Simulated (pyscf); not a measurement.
Optimised with ωB97X-D3(BJ)/def2-SVP in PySCF. MP2 and CC: frozen core, UHF for open shells. ΔMP2 is the change of the MP2 total energy from the triple- to the quadruple-zeta basis.

**Question.** How much does it cost (ΔH, 298 K, CCSD(T)/def2-TZVPP + ΔMP2(QZVPP)) to split H₂N–SiH(F)–SiH₃ (SMILES N[SiH](F)[SiH3]) at its N–Si bond into NH₂• + F–SiH•–SiH₃?

**Answer.** N–Si to NH₂• + F–SiH•–SiH₃: 108.5 kcal/mol. H₂N–SiH(F)–SiH₃ lies 15.4 kcal/mol over its isomer F–SiH₂–NH–SiH₃, and others may lie lower still (electronic energy, ωB97M-D3(BJ)). Other isomers of F–SiH•–SiH₃ were not searched in full and may lie lower. The CCSD(T) − MP2 part came from Ansatz, without density fitting, on the same reference.
